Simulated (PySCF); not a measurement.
Species: 1,3,5-triazine, C₃H₃N₃.
Bonds: C1–N2 (aromatic), N2–C3 (aromatic), C3–N4 (aromatic), N4–C5 (aromatic), C5–N6 (aromatic), C1–N6 (aromatic). Hydrogens: H7 on C1; H8 on C3; H9 on C5.

The same species was optimised twice, with GFN2-xTB and with PBE0-D3(BJ)/def2-SVP (PySCF), and the same property calculations (PySCF, gas phase) were run on both structures.

| coordinate | GFN2-xTB | PBE0-D3(BJ)/def2-SVP | change |
| --- | --- | --- | --- |
| C5–N6 (Å) | 1.322 | 1.330 | +0.008 |
| C3–N4 (Å) | 1.322 | 1.330 | +0.008 |
| C1–N2 (Å) | 1.322 | 1.329 | +0.007 |
| N2–C3 (Å) | 1.322 | 1.329 | +0.007 |
| N4–C5 (Å) | 1.322 | 1.329 | +0.007 |
| C1–N6 (Å) | 1.322 | 1.329 | +0.007 |
| N2–C1–N6 (°) | 125.2 | 125.5 | +0.3 |
| C1–N6–C5 (°) | 114.8 | 114.5 | -0.3 |
| C1–N2–C3 (°) | 114.8 | 114.5 | -0.3 |
| N4–C5–N6 (°) | 125.2 | 125.5 | +0.3 |
| N2–C3–N4 (°) | 125.2 | 125.5 | +0.3 |
| C3–N4–C5 (°) | 114.8 | 114.5 | -0.3 |

Rotational constants: A = 6575, B = 6575, C = 3287 MHz (GFN2-xTB) against A = 6501, B = 6499, C = 3250 MHz (PBE0-D3(BJ)/def2-SVP). Point groups within 0.08 Å: D3h and D3h.

On the GFN2-xTB structure: HOMO (eV) -8.08 [PBE0/pcSseg-1]; LUMO (eV) -1.64 [PBE0/pcSseg-1]; GIAO shielding of C1/C3/C5 (mean) (ppm) 14.0 [PBE0/pcSseg-1]; GIAO shielding of N2/N4/N6 (mean) (ppm) -53.5 [PBE0/pcSseg-1].

**Question.** What do these properties become on the PBE0-D3(BJ)/def2-SVP structure?

**Answer.** 
```
                                    property          level  on GFN2-xTB  on PBE0-D3(BJ)/def2-SVP  change
                                   HOMO (eV)  PBE0/pcSseg-1        -8.08                    -8.11   -0.03
                                   LUMO (eV)  PBE0/pcSseg-1        -1.64                    -1.68   -0.04
energy, GFN2-xTB geometry as zero (kcal/mol)  PBE0/pcSseg-1          0.0                     -0.2    -0.2
     GIAO shielding of C1/C3/C5 (mean) (ppm)  PBE0/pcSseg-1         14.0                     11.4    -2.6
     GIAO shielding of N2/N4/N6 (mean) (ppm)  PBE0/pcSseg-1        -53.5                    -57.3    -3.8
```

The heavy atoms differ by 0.007 Å rms after alignment. Among bonds between heavy atoms C1–N2, C1–N6, N2–C3, C3–N4, N4–C5 and C5–N6 change most and about equally (+0.007 to +0.008 Å). Changes are differences of the printed values. Neither structure is proved a minimum here.
